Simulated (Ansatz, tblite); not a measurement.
Removing and adding an electron: the cluster SiO₂ (the lowest singlet isomer of a short search). Charge 0, multiplicity 1. Geometry: PBE0-D4/def2-TZVP. Ansatz, gas phase; energy differences of separate SCF runs; the oxidised species was run as a doublet alone; the reduced species was run as a doublet alone.

```tsv
atom	x (Å)	y (Å)	z (Å)
Si1	0.000	0.000	0.000
O2	1.455	-0.006	0.387
O3	-1.455	0.006	-0.387
```

The xTB rows come from tblite. Correlated methods freeze 7 core orbitals. In CCSD on the charge 1 doublet the largest single amplitude is 0.24, so its Hartree–Fock determinant may place the open shell otherwise than the density functionals do. The structure comes from a short search, and lower isomers may exist.

Estimate orbital energies and vertical ionisation energies and electron affinities at: GFN1-xTB; GFN2-xTB; HF/def2-TZVPD; PBE-D4/def2-TZVP; PBE-D4/def2-TZVPD; r2SCAN-D4/def2-TZVP; r2SCAN-D4/def2-TZVPD; PBE0-D4/def2-TZVP; PBE0-D4/def2-TZVPD; MP2/def2-TZVPD; CCSD/def2-TZVPD; CCSD/def2-TZVPP; CCSD(T)/def2-TZVPD; CCSD(T)/def2-TZVPP.


| level | −HOMO (eV) | vertical IE (eV) | −LUMO (eV) | vertical EA (eV) | HOMO–LUMO gap (eV) | IE − EA (eV) | remarks |
| --- | --- | --- | --- | --- | --- | --- | --- |
| GFN1-xTB | 15.17 | 19.58 | 9.61 | 4.59 | 5.56 | 14.99 | – |
| GFN2-xTB | 13.42 | 17.97 | 5.73 | 1.59 | 7.69 | 16.38 | – |
| HF/def2-TZVPD | – | – | – | 0.87 | – | – | – |
| PBE-D4/def2-TZVP | 8.38 | 12.31 | 4.39 | – | 3.99 | – | – |
| PBE-D4/def2-TZVPD | 8.46 | – | 4.49 | 1.54 | 3.96 | – | HOMO above zero (-1 doublet) |
| r2SCAN-D4/def2-TZVP | 8.73 | 12.37 | 4.17 | – | 4.56 | – | – |
| r2SCAN-D4/def2-TZVPD | 8.79 | – | 4.25 | 1.56 | 4.53 | – | HOMO above zero (-1 doublet) |
| PBE0-D4/def2-TZVP | 9.95 | 12.50 | 3.46 | – | 6.50 | – | – |
| PBE0-D4/def2-TZVPD | 10.02 | – | 3.57 | 1.55 | 6.45 | – | HOMO above zero (-1 doublet) |
| MP2/def2-TZVPD | – | – | – | 1.34 | – | – | – |
| CCSD/def2-TZVPD | – | – | – | 1.34 | – | – | large T1 (0.024) (singlet) |
| CCSD/def2-TZVPP | – | 12.62 | – | – | – | – | large T1 (0.024) (singlet), large T1 (0.070) (+1 doublet), spin-contaminated (⟨S²⟩ 1.14) (+1 doublet) |
| CCSD(T)/def2-TZVPD | – | – | – | 1.38 | – | – | large T1 (0.024) (singlet) |
| CCSD(T)/def2-TZVPP | – | 12.65 | – | – | – | – | large T1 (0.024) (singlet), large T1 (0.070) (+1 doublet), spin-contaminated (⟨S²⟩ 1.14) (+1 doublet) |

Run but left out: HF/def2-TZVPP, MP2/def2-TZVPP (charge +1 doublet: ⟨S²⟩ 1.14, where a pure state has 0.75).   A HOMO above zero means that the electron is unbound at that level or that self-interaction error raises the level; the energy of removing that electron tells which. Raw xTB energy differences between charge states are shifted by several eV; the methods need an empirical correction for them.
